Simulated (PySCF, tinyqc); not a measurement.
MP2 on RHF in the sto-3g basis, frozen core, for LiH, spin multiplicity 1, step by step. The lowest restricted solution is unstable here: a spin-polarised one lies 0.0142 hartree lower (PySCF). One step of it, computed by the program tinyqc.

Problem. Second-order Moller-Plesset energy. E2 = sum_ijab (ia|jb) [2 (ia|jb) - (ib|ja)] / (e_i + e_j - e_a - e_b) over occupied i, j and virtual a, b; the opposite-spin part is (ia|jb)^2 / denominator, the rest is same-spin, and SCS-MP2 scales them by 6/5 and 1/3.

orbital energies (hartree): MO1 -2.372084, MO2 -0.221633, MO3 0.067924, MO4 0.158388, MO5 0.158388, MO6 0.348220

Two-electron integrals over orbitals (pq|rs), unique and non-zero (hartree); the lowest 1 orbital is frozen and left out:
```
(22|22) 0.438586    (32|22) -0.064846   (32|32) 0.026768    (33|22) 0.212199
(33|32) 0.016740    (33|33) 0.323059    (42|42) 0.020891    (43|42) 0.020990
(43|43) 0.041384    (44|22) 0.236943    (44|32) 0.017637    (44|33) 0.277969
(44|44) 0.312946    (52|52) 0.020891    (53|52) 0.020990    (53|53) 0.041384
(54|54) 0.016869    (55|22) 0.236943    (55|32) 0.017637    (55|33) 0.277969
(55|44) 0.279207    (55|55) 0.312946    (62|22) 0.104317    (62|32) -0.050051
(62|33) -0.017159   (62|44) -0.041751   (62|55) -0.041751   (62|62) 0.132078
(63|22) -0.062369   (63|32) 0.022379    (63|33) 0.037141    (63|44) 0.010780
(63|55) 0.010780    (63|62) -0.043043   (63|63) 0.035264    (64|42) -0.017734
(64|43) -0.011006   (64|64) 0.018648    (65|52) -0.017734   (65|53) -0.011006
(65|65) 0.018648    (66|22) 0.408177    (66|32) -0.050831   (66|33) 0.239352
(66|44) 0.254861    (66|55) 0.254861    (66|62) 0.085206    (66|63) -0.047263
(66|66) 0.401150
```

Hartree-Fock energy = -7.79085439 hartree

Give: Terms; Pair energies; MP2 correlation energy; SCS-MP2 correlation energy; MP2 total energy.

Solution.

Terms:
```
i  j  a  b  (ia|jb)  (ib|ja)  denominator       term
2  2  6  6    0.132    0.132       -1.140     -0.015
2  2  3  6   -0.050   -0.050       -0.859  -2.91e-03
2  2  6  3   -0.050   -0.050       -0.859  -2.91e-03
2  2  3  3    0.027    0.027       -0.579  -1.24e-03
2  2  4  4    0.021    0.021       -0.760  -5.74e-04
2  2  5  5    0.021    0.021       -0.760  -5.74e-04
```

Pair energies (hartree; pair i-j sums ij and ji):
```
pair  opposite spin  same spin
2-2          -0.024      0.000
```

MP2 correlation energy = -0.02352 hartree

SCS-MP2 correlation energy = -0.02823 hartree

MP2 total energy = -7.81438 hartree
